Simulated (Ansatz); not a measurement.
Forces on a displaced structure

CH4Al, doublet, displaced at random from a GFN2-xTB minimum.

C1  (-0.085, -1.143, -0.152)
Al2  (0.220, 0.818, -0.047)
H3  (-0.834, -1.689, -0.193)
H4  (0.748, -1.967, 0.636)
H5  (0.267, 1.441, -1.082)
H6  (-0.296, 1.635, 1.311)
(Å)

Program: Ansatz 0.2.0. Basis: def2-TZVPP. Cores are frozen in the correlated methods; orbitals are unrestricted.

CCSD(T) forces from the calculation:
```csv
atom,Fx,Fy,Fz (eV/Å)
C1,9.897,3.065,3.556
Al2,-2.070,-6.096,9.853
H3,-7.355,-4.935,-0.873
H4,-2.141,2.565,-2.362
H5,1.026,5.902,-9.678
H6,0.643,-0.501,-0.496
```

Root-mean-square difference of the force components from those of CCSD(T): PBE0-D4 0.078; wB97M-V 0.109; r2SCAN-D4 0.073; PBE-D4 0.143; B97M-V 0.143; SPW92 0.250 eV/Å.

T1 diagnostic: at most 0.016. ⟨S²⟩ of the unrestricted Hartree–Fock references: 0.77 (a pure state has 0.75). These are differences at one structure, and CCSD(T) in triple zeta is itself an approximation.

For scale, one of the runs: CCSD(T)/def2-TZVPP forces, 129 basis functions (an equivalent command: `ansatz run in.yaml --threads 4`). Time: 41 s of wall clock on 4 CPU threads; the host was shared. Peak host memory: 2.3 GiB.
